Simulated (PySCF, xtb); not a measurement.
Homolysis of single bonds, series B F-Br. Isolated molecules, 0 K electronic values unless said otherwise. Strings in code marks are SMILES.

Quantity: homolytic bond dissociation enthalpy at 298 K (no spin–orbit term), in kcal/mol. Thermal and zero-point terms are GFN2-xTB rigid-rotor harmonic values (xtb).

Level 1: PBE0-D4/def2-TZVP (PySCF)
Level 2: B3LYP/6-311+G** (LANL2DZ on Br) // PBE0-D4/def2-TZVP (PySCF)
Level 3: M06-2X/6-31G* // PBE0-D4/def2-TZVP (PySCF)
Level 4: PBE/6-31G* // PBE0-D4/def2-TZVP (PySCF)

```json
[
 {"species": "B–Br bond of `FB(F)Br`, giving `F[B]F` and `[Br]`", "level 2": "95.9", "level 3": "102.6", "level 4": "108.7"},
 {"species": "F–B bond of `FB(Br)Br`, giving `Br[B]Br` and `[F]`", "level 2": "157.0", "level 3": "165.0", "level 4": "167.4"},
 {"species": "B–Br bond of `FB(Br)Br`, giving `F[B]Br` and `[Br]`", "level 2": "92.4", "level 3": "99.3", "level 4": "105.0"},
 {"species": "Br–B bond of `BrB(Br)Br`, giving `Br[B]Br` and `[Br]`", "level 2": "89.1", "level 3": "97.1", "level 4": "102.0"},
 {"species": "F–B bond of `FB(F)Br`, giving `F[B]Br` and `[F]`", "level 2": "159.9", "level 3": "169.2", "level 4": "171.2"}
]
```

Q: What does level 1 give for each?

A: 
- B–Br bond of `FB(F)Br`, giving `F[B]F` and `[Br]`: 105.8
- F–B bond of `FB(Br)Br`, giving `Br[B]Br` and `[F]`: 159.8
- B–Br bond of `FB(Br)Br`, giving `F[B]Br` and `[Br]`: 103.6
- Br–B bond of `BrB(Br)Br`, giving `Br[B]Br` and `[Br]`: 101.6
- F–B bond of `FB(F)Br`, giving `F[B]Br` and `[F]`: 163.5
